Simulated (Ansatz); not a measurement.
A made-up structure of AlBH2O, singlet:

O1  (0.570, -1.625, 2.693)
B2  (-0.140, 0.398, -0.660)
Al3  (0.236, -0.675, 1.118)
H4  (-0.850, -0.062, -1.439)
H5  (0.376, 1.416, -0.805)
(Å)

It is relaxed with PBE-D4/def2-SVP and then PBE0-D4/def2-TZVP (Ansatz 0.2.0). Atoms count as bonded within 1.22 times the sum of their covalent radii (H–H: 0.88 Å). The end point is not checked to be a true minimum.

Does its bonding change? (A judgement: the text doesn't fix the answer.)

Computed: No: no bond forms or breaks.

Where it ends: The first stage lowers the energy by 0.84 eV in 5 steps. It ends as AlBH₂O ([BH2][Al][O]):
```xyz
5
angstrom
O 0.5364 -1.5310 2.5366
B -0.1267 0.3615 -0.5989
Al 0.2513 -0.7181 1.1903
H -0.8565 -0.0800 -1.4325
H 0.3872 1.4209 -0.7895
```

Labels in which every atom is bracketed show which atoms are joined, not bond orders.

For scale, one of the runs: PBE0-D4/def2-TZVP relaxation, 111 basis functions, launched by `ansatz run in.yaml --threads 2 --pin off --events-out ev --progress --plain --max-ram 4352MiB`. Hardware: 2 CPU threads of an Arm Neoverse V1, shared host. Wall time about 9.5 s.
